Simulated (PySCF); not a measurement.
## How methods differ on the electron affinity of S

S⁻ [Ne] 3s2 3p5 (2P) → S [Ne] 3s2 3p4 (3P), as a difference of total energies. Computed with PySCF 2.14 in dyall-av3z (19s12p3d2f, 84 functions), with no relativity, point nucleus. Correlated levels: valence: [Ne] frozen; virtual orbitals above 40 to 60 times the deepest correlated orbital energy dropped. The calculations carry no spin-orbit coupling.

```csv
method,electron affinity (eV),error (eV)
UHF,0.884,-1.193
LDA,2.394,+0.317
PBE,2.167,+0.090
PBE0,2.066,-0.011
r2SCAN,2.117,+0.040
BHandHLYP,1.947,-0.130
TPSSh,2.062,-0.015
BLYP,2.129,+0.052
B2PLYP,2.045,-0.032
MP2 (valence),1.931,-0.146
SCS-MP2 (valence),1.928,-0.149
```

Reference: 2.077 eV (measured; photodetachment measurements, as compiled on the Wikipedia data page of electron affinities).

Errors of the correlated levels include the incompleteness of this basis and the frozen core.

In the anion the highest occupied orbital energy is positive at LDA, PBE, PBE0, r2SCAN, TPSSh, BLYP, a self-interaction effect; the basis confines that electron, and the energy difference can still be sensible.
